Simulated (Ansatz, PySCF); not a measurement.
Bond stretch in LiH, singlet.

Levels: RHF/def2-TZVP (Ansatz, a program for electronic structure); RKS-B3LYP/6-31G* = PySCF 2.14.0 with restricted B3LYP/6-31G*, spherical d; RKS-PBE0 = restricted PBE0/def2-TZVP (Ansatz); RKS-BLYP = restricted BLYP/def2-TZVP run with Ansatz.

Energies are in kcal/mol, each relative to the lowest point of its own curve near equilibrium.

| R / Å | RHF | RKS-B3LYP/6-31G* | RKS-PBE0 | RKS-BLYP |
|---|---|---|---|---|
| 1.22 | 18.3 | 19.3 | 17.2 | 16.9 |
| 1.27 | 12.9 | 13.8 | 12.1 | 11.9 |
| 1.36 | 6.1 | 6.8 | 5.6 | 5.5 |
| 1.47 | 1.6 | 2.0 | 1.4 | 1.4 |
| 1.51 | 0.8 | 1.0 | 0.6 | 0.6 |
| 1.55 | 0.2 | ? | 0.2 | 0.2 |
| 1.60 | 0.0 | 0.0 | 0.0 | 0.0 |
| 1.67 | 0.3 | ? | 0.4 | 0.3 |
| 1.69 | 0.5 | 0.3 | 0.6 | 0.5 |
| 1.74 | 1.2 | 0.9 | 1.3 | 1.2 |
| 1.84 | 3.3 | 2.7 | 3.3 | 3.2 |
| 2.01 | 8.3 | 7.3 | 8.1 | 7.8 |
| 2.16 | 13.5 | 12.2 | 13.0 | 12.4 |
| 2.39 | 22.0 | 20.4 | 20.9 | 19.8 |
| 2.61 | 30.3 | 28.1 | 28.4 | 26.7 |
| 2.86 | 39.3 | 36.4 | 36.5 | 34.0 |
| 3.19 | 50.4 | 46.2 | 46.0 | 42.2 |
| 3.52 | 60.3 | 54.6 | 54.0 | 48.9 |
| 3.88 | 69.8 | 62.1 | 61.3 | 54.6 |
| 4.36 | 80.5 | 69.8 | 68.8 | 60.2 |
| 4.72 | 87.1 | 74.3 | 73.1 | 63.3 |
| 5.55 | ? | 81.3 | 79.8 | ? |
| 6.37 | ? | 85.0 | 83.5 | ? |

Q: Fill in the missing entries.

A: 
- 1.55, RKS-B3LYP/6-31G*: 0.4
- 1.67, RKS-B3LYP/6-31G*: 0.1
- 5.55, RHF: 98.9
- 5.55, RKS-BLYP: 67.8
- 6.37, RHF: 106.6
- 6.37, RKS-BLYP: 70.1

The restricted form behind RHF, RKS-B3LYP/6-31G*, RKS-PBE0, RKS-BLYP keeps the bonding electrons paired and can't separate into open-shell fragments.
